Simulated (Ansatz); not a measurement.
For fcc Ni, rVV10 (plane waves, PAW; Ansatz, a quantum-chemistry and plane-wave program) gives:

| Property | Value |
|---|---|
| lattice constant a | 3.539 Å |
| magnetic moment | 0.62 μB |

Q: What does HSE06 (plane waves, PAW; Ansatz) give for the same quantities?

A: 
- lattice constant a: 3.511 Å (falls by 0.8 %)
- magnetic moment: 0.92 μB (grows by 0.30 μB)

For comparison: lattice constant a 3.508 Å (measured, static lattice: zero-point anharmonic expansion removed; as tabulated in Mejia-Rodriguez and Trickey (2018), arXiv:1807.09216).

Changes are worked out from the printed values.

Unless a cell is named, each level is at its own relaxed cell (rVV10 11.08, HSE06 10.82 Å³/atom).

Spin-polarised runs: rVV10 (parallel moments), HSE06 (parallel moments).

Ansatz's density-functional and Hartree–Fock values are scalar-relativistic unless marked +SOC, with PAW data made under PBE.
